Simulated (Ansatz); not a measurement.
HOC, doublet: the ladder up to UCCSDTQ

Geometry: a PBE0/def2-TZVP stationary point for this spin, not checked as a minimum.

```xyz
3

O     0.0000   -0.1013    0.5002
C     0.0000    0.0736   -0.7526
H     0.0000    0.7302    1.0271
```

Basis cc-pVDZ; Ansatz 0.2.0. Only valence electrons are correlated (noble-gas cores frozen), which leaves 11 electrons in 31 orbitals. R marks a restricted (for open shells ROHF) determinant, U an unrestricted one. Active spaces: valence = (11e, 9o) chosen from the atoms' valence shells.

Full CI isn't at hand for all of this; UCCSDTQ serves as the reference, and is uncertain by the last step of the cluster series or more. The frozen core follows each run's orbitals, which can shift R against U totals by a few meV.

For open shells CISD is restricted-active-space CI with the open shells as a complete middle space.

The UHF ⟨S²⟩ is 0.760. The T1 diagnostic (RCCSD) is 0.0234, the largest doubles amplitude (RCCSD) is 0.084 and the T1 diagnostic (UCCSD) is 0.0208.

```
   level  E − E(RHF) (eV)
     UHF          -0.1228
    RMP2          -7.5661
    UMP2          -7.5557
   RCCSD          -8.1119
   UCCSD          -8.1140
RCCSD(T)          -8.3384
UCCSD(T)          -8.3383
```

Q: Estimate how far UCCSDTQ in cc-pVDZ lies from RCCSD(T). The table doesn't fix it; the size of (T) and the diagnostics are the guide.

A: UCCSDTQ in cc-pVDZ lies 36 meV below RCCSD(T), which is 16 % of the (T) step (-227 meV). The diagnostics are small and one determinant leads, so the series closes fast and only a small part of (T) is left.

The other levels:

```tsv
level	E − E(UCCSDTQ) (meV)	share of correlation (%)	wall time
CISD	803	90.41	0.95 s
BCCD(T)	34	99.59	1.2 s
RCCSDT	19	99.77	–
UCCSDT	19	99.78	–
RCCSDT(Q)	1	99.99	12 s
UCCSDT(Q)	-2	100.03	10 s
RCCSDTQ	0	99.99	36 s (H100)
CASSCF (valence space)	5511	34.20	–
NEVPT2 (valence space)	1159	86.16	1.9 s
MRCISD (valence space)	363	95.66	–
MRCISD+Q (valence space)	69	99.18	3.4 s
MRCISD+Q(relaxed) (valence space)	-2	100.03	4.7 s
```

The correlation energy at UCCSDTQ, counted from RHF, is -8.375 eV. That run took 43 s on 2 threads of AMD EPYC 7R13 with a shared H100 80 GB, shared host.

Times hold each run's SCF and search for its determinant on a shared host, so for small cases they say little of a method's own cost; rows without a card ran on 1 thread of AMD EPYC 7R13. Some runs computed forces too.

Natural occupations of CASSCF (valence space) about the gap: 1.995 1.978 1.974 1.967 1.003 0.036 0.026 0.024; effectively unpaired electrons, Σ n²(2−n)², 1.02.

Atomization energy (electronic, same basis, no zero-point term; atoms at the same level, unrestricted beside the R rows where the molecule is a closed shell, with restricted open-shell steps beyond CCSDT(Q)) at UCCSDTQ: 896.1 kJ/mol. Errors of other levels:

```json
{"level": "RHF", "error (kJ/mol)": "-280.6"}
{"level": "UHF", "error (kJ/mol)": "-291.8"}
{"level": "RMP2", "error (kJ/mol)": "23.8"}
{"level": "UMP2", "error (kJ/mol)": "21.8"}
{"level": "CISD", "error (kJ/mol)": "-65.5"}
{"level": "RCCSD", "error (kJ/mol)": "-19.2"}
{"level": "UCCSD", "error (kJ/mol)": "-19.4"}
{"level": "RCCSD(T)", "error (kJ/mol)": "-1.9"}
{"level": "UCCSD(T)", "error (kJ/mol)": "-2.2"}
{"level": "BCCD(T)", "error (kJ/mol)": "-1.7"}
{"level": "RCCSDT", "error (kJ/mol)": "-1.4"}
{"level": "UCCSDT", "error (kJ/mol)": "-1.6"}
{"level": "RCCSDT(Q)", "error (kJ/mol)": "0.1"}
{"level": "UCCSDT(Q)", "error (kJ/mol)": "0.2"}
{"level": "RCCSDTQ", "error (kJ/mol)": "0.2"}
{"level": "CASSCF (valence space)", "error (kJ/mol)": "-53.0"}
{"level": "NEVPT2 (valence space)", "error (kJ/mol)": "-9.7"}
{"level": "MRCISD (valence space)", "error (kJ/mol)": "-25.3"}
{"level": "MRCISD+Q (valence space)", "error (kJ/mol)": "-10.9"}
{"level": "MRCISD+Q(relaxed) (valence space)", "error (kJ/mol)": "-4.2"}
```

This basis is far from its limit, so the value isn't to be set against a measured one. Truncated CI isn't size-consistent, which counts against it in atomization.
